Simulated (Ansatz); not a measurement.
Reaction: C3H3 (SMILES [C]1=CC1, doublet) → C3H3 (SMILES [CH]=C=C, doublet)
Each species at its own B3LYP-D3(BJ)/def2-TZVP minimum (Ansatz, a quantum-chemistry and plane-wave program).

Property: isomerisation energy (electronic), in kcal/mol. Radicals and triplets start from unrestricted determinants; spin-orbit coupling is neglected. CBS(X,Y): correlation extrapolated as X^-3, Hartree-Fock from the larger set. A bracket is a step between two methods taken in the basis named. Functionals run without relativity, which enters their misses. Double hybrids freeze cores in their MP2 part. 'core' is core correlation in cc-pwCVTZ, 'X2C' scalar relativity in cc-pVTZ-DK, both at CCSD(T). The UHF reference of C3H3 ([C]1=CC1, doublet) is spin-contaminated (<S^2> up to 0.14 over the pure value in the sets run). The UHF reference of C3H3 ([CH]=C=C, doublet) is spin-contaminated (<S^2> up to 0.21 over the pure value in the sets run).

CCSD(T)/CBS(aug-cc-pVTZ,aug-cc-pVQZ) + [CCSDT(Q) - CCSD(T)]/aug-cc-pVDZ + core + X2C (Ansatz) gives -40.0 kcal/mol.

Task: How far off this value is PBE/def2-TZVPD (Ansatz), in which direction, and how far these levels: r2SCAN/def2-TZVPD, B3LYP/def2-TZVPD, wB97M-V/def2-TZVPD, B2PLYP/def2-TZVPD, CCSD(T)/CBS(cc-pVTZ,cc-pVQZ) + core + X2C?

Result: PBE gives -38.7 kcal/mol, 1.3 kcal/mol above it. Differences of the others: r2SCAN/def2-TZVPD (Ansatz) -1.6; B3LYP/def2-TZVPD (Ansatz) -3.2; wB97M-V/def2-TZVPD (Ansatz) 0.3; B2PLYP/def2-TZVPD (Ansatz) -1.6; CCSD(T)/CBS(cc-pVTZ,cc-pVQZ) + core + X2C (Ansatz) 0.0 kcal/mol.
